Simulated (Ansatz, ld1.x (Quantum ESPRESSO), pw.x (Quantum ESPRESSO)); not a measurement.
# What a changed setting does to a pw.x run (bcc H)

Potential: PAW, ld1.x (Quantum ESPRESSO) 7.5, LDA (PW92); core none, reference 1s1; waves: 1s (bound): rcut 1.55, rcutus 1.65 bohr; 1s channel at 0.6 Ry: rcut 1.55, rcutus 1.65 bohr; 2p channel at 0.2 Ry: rcut 1.25, rcutus 1.55 bohr; 2p channel at 0.95 Ry: rcut 1.25, rcutus 1.55 bohr; local part: all-electron potential smoothed inside 1.60 bohr (lloc = -1); core correction: none; augmentation: PSQ, inside the norm-conserving radii.

The reference run (k-mesh 18³, cutoffs 40/320 Ry, Fermi–Dirac 0.01 Ry, mixing_beta 0.4, conv_thr 1e-9, no spin) gives -1.70 GPa at 2.974 Å³/atom, where all-electron LAPW gives -2.42 GPa. This run, with its own iteration cap, changes ecutrho/ecutwfc to 16.

```
&control
  calculation='scf', prefix='x', pseudo_dir='./', outdir='./tmp', tstress=.true., disk_io='none'
/
&system
  ibrav=0, nat=1, ntyp=1, ecutwfc=40, ecutrho=640, nbnd=7,
  occupations='smearing', smearing='fd', degauss=0.01
/
&electrons
  conv_thr=1e-09, mixing_beta=0.4, electron_maxstep=60
/
ATOMIC_SPECIES
H 1.0 H.UPF
CELL_PARAMETERS angstrom
  -0.90592795 0.90592795 0.90592795
  0.90592795 -0.90592795 0.90592795
  0.90592795 0.90592795 -0.90592795
ATOMIC_POSITIONS crystal
H 0.0000 0.0000 0.0000
K_POINTS automatic
18 18 18 0 0 0
```

```bash
pw.x < H.scf.in > H.scf.out
```

Question: How does the run end?

Answer: It converges in 5 iterations; the free energy moves by +0.0 meV/atom and the pressure by +0.00 GPa. The result is that of the reference run.

```
Message from routine setup:
     using ibrav=0 with symmetry is DISCOURAGED, use correct ibrav instead
     lattice parameter (alat)  =       2.9652  a.u.
     unit-cell volume          =      20.0695 (a.u.)^3
     number of electrons       =         1.00
     number of Kohn-Sham states=            7
     kinetic-energy cutoff     =      40.0000  Ry
     charge density cutoff     =     640.0000  Ry
     scf convergence threshold =      1.0E-09
     Exchange-correlation= SLA  PW   NOGX NOGC
     number of k points=   195  Fermi-Dirac smearing, width (Ry)=  0.0100
     iteration #  1     ecut=    40.00 Ry     beta= 0.40
     total energy              =      -1.07125453 Ry
     estimated scf accuracy    <       0.00003364 Ry
     iteration #  2     ecut=    40.00 Ry     beta= 0.40
     total energy              =      -1.07130854 Ry
     estimated scf accuracy    <       0.00001042 Ry
     iteration #  3     ecut=    40.00 Ry     beta= 0.40
     total energy              =      -1.07131126 Ry
     estimated scf accuracy    <          4.9E-09 Ry
     iteration #  4     ecut=    40.00 Ry     beta= 0.40
     total energy              =      -1.07131129 Ry
     estimated scf accuracy    <          1.7E-09 Ry
     iteration #  5     ecut=    40.00 Ry     beta= 0.40
     the Fermi energy is     3.8247 ev
!    total energy              =      -1.07131129 Ry
     estimated scf accuracy    <          8.9E-11 Ry
     smearing contrib. (-TS)   =      -0.00043600 Ry
     The total energy is F=E-TS. E is the sum of the following terms:
     one-electron contribution =       0.63610005 Ry
     hartree contribution      =       0.01612804 Ry
     xc contribution           =      -0.66030512 Ry
     ewald contribution        =      -1.06288773 Ry
     one-center paw contrib.   =       0.00008946 Ry
     convergence has been achieved in   5 iterations
          total   stress  (Ry/bohr**3)                   (kbar)     P=      -17.02
     Message from routine punch:
     Nothing written, as per user request (disk_io='none')
```

The run took about 1 s on one core of a shared host (Neoverse-V2, 96 threads, 742 GiB, load 35).
